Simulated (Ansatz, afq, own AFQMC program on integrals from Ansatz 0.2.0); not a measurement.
# AlC, doublet in 6-31G, levels against full CI

```xyz
2

Al    0.0000    0.0000    0.0000
C     0.0000    0.0000    1.5390
```

Basis 6-31G. Only valence electrons are correlated. AFQMC by an in-house program on the Cholesky factors that Ansatz 0.2.0 writes for its CCSD(T) run. ph-AFQMC/CISD is guided by a CISD state made of CCSD amplitudes; releasing the constraint for a short imaginary time cuts its bias at the price of noise, slowly where states lie close. ± is one standard error of the sampling.

Determinant: ROHF, the one that the program's search chose, which needn't be the lowest solution. The geometry is a point of a scan.

Full CI on the same integrals is exact in this basis and with this determinant's frozen core.

Cautions: a spin-contaminated unrestricted determinant lies lower (UHF 1.83 eV lower, ⟨S²⟩ 2.12); strong correlation (T1 0.120, weight of the determinant 0.68, largest double 0.26); (T) is large, 8 % of the CCSD correlation; the released energies have errors that jump between times, so the bars are unsure, so no released level is given (meV from the phaseless value at times in 1/Eh: -32 ± 16 at 0.24, -56 ± 20 at 0.51, -51 ± 5 at 0.99, -71 ± 3 at 1.62, -79 ± 3 at 2.40); the ph-AFQMC/CISD walk drifts between its halves (3.0 errors); the next higher spin lies close (full CI puts it 55 meV above).

```
T1 diagnostic                               : 0.1205
weight of the determinant in the CISD state : 0.683
size of the correlated space                : 7 electrons in 16 orbitals
```

```csv
level,correlation energy (eV)
MP2,-2.9642
CCSD,-4.1533
CCSD(T),-4.4687
```

Task: Estimate where full CI lies against CCSD(T) on the same integrals.

Result: 2.8 kJ/mol below CCSD(T).

Reference: full CI, correlation energy -4.497 eV. The cautions show a poor starting determinant, so the rows tell how each method copes with it here, and full CI is the sure value.

| level | E − E(reference) (kJ/mol) | share of correlation (%) |
| --- | --- | --- |
| CCSD(T) | 2.8 | 99.36 |
| CCSDT | 3.3 | 99.23 |
| CCSDT(Q) | -0.4 | 100.08 |
| CCSDTQ | 0.5 | 99.89 |
| ph-AFQMC/CISD | 13.0 ± 0.4 | 96.99 |

CCSDT and higher add their correlation energy to the determinant of the CCSD(T) run, since their own runs factorise the integrals more tightly (a shift of under 2 meV). A walk keeps the symmetry of its determinant, which the program's search chose and which needn't be the lowest solution, so a lower state of the same spin and another symmetry isn't excluded.
